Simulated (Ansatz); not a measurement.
Two shapes of singlet PH₃.

Shape 1:

```xyz
4

P     0.0274   -0.0371    0.1495
H     1.1948   -0.0001   -0.6009
H    -0.6180    1.0376   -0.6968
H    -0.6345   -1.0155   -0.6784
```

Shape 2:

```xyz
4

P     0.0066    0.0026    0.1231
H     1.1944   -0.0090   -0.6548
H    -0.5957    1.0266   -0.6497
H    -0.5905   -1.0344   -0.6568
```

Basis set: STO-3G (spherical functions). Left uncorrelated: 5 orbitals. Charge 0, multiplicity 1.

Computed with Ansatz (development build ahead of 0.2.0); each method stands on the lowest determinant of its kind that the runs found.

(1) Which shape is lower in energy, and by how much in each method?

Results:

(1)

| method | E(2) − E(1) (eV) |
| --- | --- |
| RHF | -0.263 |
| RHF-MP2 | -0.200 |

Shape 2 is lower.
